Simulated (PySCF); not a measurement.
## SiFCl: from structure and modes to constants

All numbers come from PBE0 in PySCF with Si def2-TZVP, F def2-TZVP, Cl def2-TZVP; no relativity; density-fitted integrals.

The singlet minimum has Cs symmetry. Masses (u): Si 27.97693, F 18.99840, Cl 34.96885.

```xyz
3
charge 0 multiplicity 1, angstrom
Si   -0.1907   -0.7109   -0.5115
F     0.1189    0.4431   -1.5805
Cl    0.0880    0.3280    1.2684
```

Harmonic wavenumbers (cm⁻¹): 262.5 (a', ×1), 525.3 (a', ×1), 858.6 (a', ×1).

(1) Find the principal moments of inertia and the rotational constants. What kind of rotor is it?

(2) What is the harmonic zero-point energy?

(3) Find the vibrational entropy and heat capacity at 298.15 K.

(4) Give the standard entropy (298.15 K, 1 bar) by its translational, rotational, vibrational and spin parts, and Cp.

Answers

(1) About the centre of mass I = 21.623, 112.6, 134.22 u Å². With B = 16.8576/I this gives 0.7796, 0.1497, 0.1256 cm⁻¹. The molecule is an asymmetric top with κ = -0.93.

(2) Half the sum of all 3 wavenumbers, 1646/2 = 823 cm⁻¹, which is 9.8 kJ/mol (1 cm⁻¹ = 0.0119627 kJ/mol).

(3) With u = 1.43878 ω/T, each mode gives S = R[u/(eᵘ−1) − ln(1−e⁻ᵘ)] and C = R u² eᵘ/(eᵘ−1)².
```json
{"ω (cm⁻¹)": "262.5", "u": "1.267", "S (J/(mol K))": "6.88", "C (J/(mol K))": "7.29"}
{"ω (cm⁻¹)": "525.3", "u": "2.535", "S (J/(mol K))": "2.50", "C (J/(mol K))": "5.00"}
{"ω (cm⁻¹)": "858.6", "u": "4.143", "S (J/(mol K))": "0.69", "C (J/(mol K))": "2.34"}
```
The sums over all modes are S = 10.1 and C = 14.6 J/(mol K); the softest mode gives 68 % of the entropy.

(4) Sackur–Tetrode with M = 81.94 u gives 163.8; rotation with symmetry number 1 gives 101.3; vibration 10.1; spin R ln 1 = 0.0. The total is 275.2 J/(mol K), and Cp = 4 R + 14.6 = 47.9 J/(mol K).

Only a few start shapes were tried, so a lower isomer may exist.
